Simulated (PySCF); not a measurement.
# BH3Br−, an adduct: interaction energy

One table from this session's results is given with a row withheld; the runs are named, their logs left out.

Programs: PySCF 2.14.0. All values are calculated, for the isolated system unless a continuum is named. Atoms count from 0, parts from 1.

### Starting point

5 atoms, charge -1, multiplicity 1; geometry: GFN2-xTB. Parts: 1 = atoms 0–3, `B`, charge 0; 2 = atom 4, `[Br-]`, charge -1. In the given geometry B0 and Br4 of different parts are bonded (2.05 Å), so values for the parts refer to these atom groups.

Set-up of the first run:

The job: settings as JSON, then the geometry in Å.

```
{"job": {"xc": "PBE0", "basis": "def2-TZVPD", "d3": "d3bj", "grid": 3, "kind": "geom", "shake": 0.01}, "charge": -1, "multiplicity": 1, "parts": [{"atoms": "0-3", "charge": 0, "multiplicity": 1}, {"atoms": "4-4", "charge": -1, "multiplicity": 1}]}
B     -0.017586     0.394563    -0.002787
H      1.145218     0.184811    -0.005004
H     -0.594004    -0.015315     0.981130
H     -0.532783    -0.003881    -1.013979
Br    -0.273790     2.426062    -0.011342
```

Launch:

```sh
> OMP_NUM_THREADS=1 python cluster_run.py task.json out
```

This one command runs all jobs of the session in turn.

Steps of the session up to this table: Relaxing the molecule at PBE0-D3(BJ)/def2-TZVPD; Coupled-cluster interaction energy: CCSD(T) and MP2, 2.15 Å; Coupled-cluster interaction energy: CCSD(T) and MP2, 2.25 Å; Coupled-cluster interaction energy: CCSD(T) and MP2, 2.36 Å; Coupled-cluster interaction energy: CCSD(T) and MP2, 2.04 Å; Coupled-cluster interaction energy: CCSD(T) and MP2, 2.68 Å; Coupled-cluster interaction energy: CCSD(T) and MP2, 1.93 Å; Coupled-cluster interaction energy: CCSD(T) and MP2, 3.22 Å; Coupled-cluster interaction energy: CCSD(T) and MP2, 4.29 Å.

One of the session's tables, all rows but one given; the rest of the session is left out.

It belongs to the step «Coupled-cluster interaction energy: CCSD(T) and MP2, 4.29 Å». 

```
                 method  interaction energy (kcal/mol)
         HF/aug-cc-pVDZ                          -6.36
        MP2/aug-cc-pVDZ                              ?
       CCSD/aug-cc-pVDZ                          -6.75
    CCSD(T)/aug-cc-pVDZ                          -6.88
         HF/aug-cc-pVQZ                          -6.36
        MP2/aug-cc-pVQZ                          -6.84
    SCS-MP2/aug-cc-pVQZ                          -6.68
      MP2, extrapolated                          -6.83
CCSD(T), limit estimate                          -6.84
```

Q: Estimate the row for MP2/aug-cc-pVDZ from the others.

The run gave: interaction energy (kcal/mol): -6.87. In the column «interaction energy (kcal/mol)» it lies between CCSD(T)/aug-cc-pVDZ (-6.88) and MP2/aug-cc-pVQZ (-6.84).
